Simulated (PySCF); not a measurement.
Cluster of PH2F and hydrogen fluoride (PH3F2)

A complex built from PH2F and hydrogen fluoride; neutral, singlet.

| part | name | SMILES | atoms | charge | multiplicity |
| --- | --- | --- | --- | --- | --- |
| 1 | PH2F | FP | 1–4 | 0 | 1 |
| 2 | hydrogen fluoride | F | 5–6 | 0 | 1 |

```xyz
6

F     1.272   -0.409   -0.033
P    -0.171    0.014    0.592
H    -0.964   -0.821   -0.245
H    -0.390    1.142   -0.249
F     3.594   -0.999    1.299
H     2.828   -0.809    0.813
```
(Å; atoms numbered from 1)

In these coordinates F1···H6 is 1.815 Å. Part 2 is then moved rigidly along that line, all else held; at short range other atoms may come into contact.

The starting structure comes from a short search with a few starts; no frequency run checks that it is a minimum, and another way of binding may lie lower.

Computed with PySCF: CCSD(T)/aug-cc-pVDZ and MP2/aug-cc-pVTZ, aug-cc-pVQZ counterpoise interaction energy, frozen core, gas phase. The geometry comes from PBE0-D3(BJ)/def2-TZVPD.

Counterpoise energies in eV, cluster less the parts frozen as they stand in it; small is aug-cc-pVDZ, large aug-cc-pVQZ. Estimated limit: HF in aug-cc-pVQZ, MP2 correlation extrapolated as X⁻³ from aug-cc-pVTZ and aug-cc-pVQZ, and CCSD(T) less MP2 in aug-cc-pVDZ; it isn't the exact limit.

How do the values run over the points 1.633, 1.724, 1.815, 1.906, 1.997, 2.269, 2.723, 3.630?


```
F1···H6 (Å)  HF large  MP2 large  SCS-MP2 large  CCSD(T) small  CCSD(T) limit est.
      1.633    -0.110     -0.144         -0.123         -0.119              -0.153
      1.724    -0.139     -0.167         -0.149         -0.149              -0.175
      1.815    -0.152     -0.174         -0.160         -0.162              -0.182
      1.906    -0.155     -0.173         -0.161         -0.165              -0.180
      1.997    -0.152     -0.166         -0.156         -0.162              -0.172
      2.269    -0.127     -0.133         -0.127         -0.134              -0.137
      2.723    -0.085     -0.084         -0.082         -0.085              -0.086
      3.630    -0.040     -0.037         -0.036         -0.037              -0.037
```

The 8 runs took 20 min in all, one thread each of Arm Neoverse N1 on a shared host, launched as `OMP_NUM_THREADS=1 python cluster_run.py task.json out`.
